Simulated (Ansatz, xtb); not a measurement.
# Redistribution: CHCl2F + C3H6 → CH2ClF + C3H5Cl

Species: CHCl2F (dichlorofluoromethane) `FC(Cl)Cl`, singlet; C3H6 (propene) `C=CC`, singlet; CH2ClF (chlorofluoromethane) `FCCl`, singlet; C3H5Cl `C/C=C/Cl`, singlet. The partners trade Cl for H; both sit on C, so the bond types are kept.

Shapes, held fixed at every level: PBE0-D4/def2-TZVP. Programs: Ansatz 0.2.0, xtb 6.7.1. The zero-point and thermal change to 298 K, harmonic and unscaled (PBE0-D4/def2-TZVP), is +2.4 kJ/mol.

| level | kind | ΔH(298 K) (kJ/mol) | less CCSD(T)/CBS estimate |
| --- | --- | --- | --- |
| GFN0-xTB | semi-empirical | +14.0 | +23.4 |
| SPW92/def2-TZVPP | LDA | -6.8 | +2.6 |
| PBE-D4/def2-TZVPP | GGA | -9.4 | 0.0 |
| r2SCAN-D4/def2-TZVPP | meta-GGA | -8.7 | +0.7 |
| B3LYP-D4/def2-TZVPP | global hybrid | -10.8 | -1.4 |
| wB97M-V/def2-TZVPP | range-separated hybrid | -7.5 | +1.9 |
| wB97X-V/def2-TZVPP | range-separated hybrid | -9.8 | -0.4 |
| MP2/def2-TZVPP | perturbation theory | -10.9 | -1.5 |
| CCSD(T)/CBS estimate | coupled cluster or CI | -9.4 | 0.0 |

The highest level, CCSD(T)/CBS estimate, gives ΔH(298 K) = -9.4 kJ/mol; the levels span -10.9 to +14.0. They disagree on the sign: 1 of 9 are positive. The column of differences is taken from that level and isn't an error. No measured value is set beside it here. The CBS estimate extrapolates MP2 from def2-TZVPP and def2-QZVPP and adds CCSD(T) − MP2 in the triple-zeta set, cores frozen.
